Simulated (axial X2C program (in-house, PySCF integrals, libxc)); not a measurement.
AlSH: properties at the nuclei

Computed with an axial X2C code built on PySCF integrals: two-component X2C with atomic mean-field Coulomb and Gaunt terms, Gaussian nuclei, basis Al dyall-v3z, S dyall-av3z, H dyall-v3z with contracted cores.

Al–S–H held linear, with bonds 2.194 and 1.348 Å (near the PBE0 minimum at charge 0 of the determinant lowest at the starting distance; the state shown can have its own minimum elsewhere, held linear; other orders of the atoms were not compared).

Determinant lowest in the PBE0 search, Ω = 0 (closed shell), highest spinor 52% Al s, 19% Al p, 8% S d:

| level | qzz Al (a.u.) | qzz S (a.u.) | qzz H (a.u.) | μ (D) |
| --- | --- | --- | --- | --- |
| PBE0 | -0.48 | 1.81 | 0.23 | -0.95 |
| HF | -0.54 | 1.79 | 0.23 | -0.83 |
| BHandHLYP | -0.51 | 1.86 | 0.23 | -1.10 |

qzz is the electric field gradient, eQq0 = 234.96 MHz × Q/barn × qzz; μ is positive if the H end (last atom) is positive. The operators were transformed with the bare-nucleus X2C matrices; with these basis sets, hyperfine constants and field gradients can be off by tens of per cent, and where levels differ in sign neither size nor sign is settled.

(1) With Q(27Al) = 0.1466 barn, Q(33S) = -0.0694 barn (Q from Pyykkö, Mol. Phys. 2018), turn the PBE0 values of the first state into constants in MHz.

The molecule was held linear; bending was not examined, so a bent shape may lie lower. Hydrosulfides and their kin are strongly bent in nature, so this linear model does not describe the real molecule.

Each state is one determinant with collinear spin. The search compared states at one distance, so a state with another bond length can lie lower.

Results:

(1) eQq0(27Al) = 234.96 × (0.1466) × (-0.48) = -16.5 MHz; eQq0(33S) = 234.96 × (-0.0694) × (1.81) = -29.5 MHz.
